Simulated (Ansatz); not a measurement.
System: C₃H₃, charge 0, doublet. C3H3 (SMILES C(#[C])C, doublet).
B3LYP-D3(BJ)/def2-TZVP minimum from Ansatz (a quantum-chemistry and plane-wave program):
```xyz
6

C      0.1102     0.0659     0.3263
C     -0.1374    -0.0523     1.5446
C      0.0300    -0.0005    -1.1193
H      0.0061     0.9982    -1.5605
H      0.8683    -0.5625    -1.5367
H     -0.8913    -0.5141    -1.4127
```
Charge 0, spin multiplicity 2.

Total energies in hartree (Ansatz). Open shells are spin-unrestricted; no spin-orbit coupling. Correlated methods leave the cores frozen. No relativity. Where a partner has so few electrons that a lower coupled-cluster level is exact, that level stands in. The UHF reference of C3H3 ([C]#CC, doublet) is spin-contaminated (<S^2> up to 0.09 over the pure value in the sets run). The determinant of C3H3 ([C]#CC, doublet) is a saddle point of the SCF energy; a lower one exists, which strains HF and MP2.

```tsv
species	HF/cc-pVTZ	CCSD(T)/cc-pVTZ	HF/cc-pVQZ	CCSD(T)/cc-pVQZ	CCSD(T)/cc-pVDZ	CCSDT(Q)/cc-pVDZ
1: C3H3 (SMILES CC#[C], doublet)	-115.21917	-115.71511	-115.22648	-115.74646	-115.60687	-115.60955
2: C (triplet)	-37.69157	-37.78076	-37.69331	-37.78654	-37.76038	-37.76071
3: H (doublet)	-0.49981	-0.49981	-0.49995	-0.49995	-0.49928	-0.49928
```

Work out the atomisation energy (electronic, to ground-state atoms) in kJ/mol: take Hartree-Fock from cc-pVQZ, extrapolate the CCSD(T) correlation energy as X^-3 (X = 3, 4), and add CCSDT(Q) - CCSD(T) in cc-pVDZ. 1 hartree = 2625.5 kJ/mol.


Species 1: correlation (64·(-0.51998) - 27·(-0.49594))/37 = -0.53752; step -0.00268; E1 = -115.22648 + (-0.53752) + (-0.00268) = -115.76668
Species 2: correlation (64·(-0.09323) - 27·(-0.08919))/37 = -0.09618; step -0.00033; E2 = -37.69331 + (-0.09618) + (-0.00033) = -37.78982
Species 3: correlation (64·(0.00000) - 27·(0.00000))/37 = 0.00000; step +0.00000; E3 = -0.49995 + (0.00000) + (+0.00000) = -0.49995
-1·E1 +3·E2 +3·E3 = 0.89737 hartree = 2356.0 kJ/mol.
